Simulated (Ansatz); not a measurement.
A made-up structure of CH4BO (charge +1), singlet:

B1  (-0.122, -0.250, 0.157)
O2  (-1.032, 0.419, -0.675)
C3  (0.984, -0.423, 0.662)
H4  (-1.087, 0.065, -1.576)
H5  (-1.532, 1.125, -0.236)
H6  (1.098, -1.256, 1.359)
H7  (1.813, 0.242, 0.410)
(Å)

It is relaxed with PBE-D4/def2-SVP and then PBE0-D4/def2-TZVP (Ansatz 0.2.0). Atoms count as bonded within 1.22 times the sum of their covalent radii (H–H: 0.88 Å). The end point is not checked to be a true minimum.

Q: Does its bonding change? (Judge from chemistry; the calculation decides.)

A: Computed: No: no bond forms or breaks.

Where it ends: The first stage lowers the energy by 1.24 eV in 7 steps. It ends as CH₄BO ([CH2][B][OH2]), total charge +1:
```tsv
atom	x (Å)	y (Å)	z (Å)
B1	0.0198	-0.0120	0.0160
O2	-1.1020	0.4142	-0.6938
C3	1.1129	-0.4273	0.7077
H4	-1.3256	0.0815	-1.5869
H5	-1.7359	1.0727	-0.3431
H6	1.0796	-1.2825	1.3784
H7	2.0732	0.0759	0.6237
```

Labels in which every atom is bracketed show which atoms are joined, not bond orders.

For scale, one of the runs: PBE0-D4/def2-TZVP relaxation, 117 basis functions, launched by `ansatz run in.yaml --threads 2 --pin off --events-out ev --progress --plain --max-ram 4352MiB`. The run took about 15 s on 2 CPU threads of an Arm Neoverse V1 (shared host).
